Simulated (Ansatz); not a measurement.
A calculation with Ansatz (development build ahead of 0.2.0).

```yaml
crystal:
  periodic: [false, false, false]
  atoms:
    - { symbol: O, position_ang: [0.0, 0.0, 0.485] }
    - { symbol: H, position_ang: [0.0, 0.0, -0.485] }
basis:
  gaussian: { orbitals: cc-pVDZ }
magnetization:
  spin_polarized: true
  initial_magnetization: 1
hamiltonian:
  xc: hf
correlation:
  method: ccsd_t
  frozen_orbitals: { H: 0, O: 1 }
```

The input is written out in the form of the current development build from the run's settings.

Results

```
Converged                       : yes
Reference energy                : -75.39384 hartree
CCSD correlation energy         : -0.16370 hartree
Triples correction              : -0.00173 hartree
Total energy                    : -75.55927 hartree
Spin squared of the determinant : 0.755
```
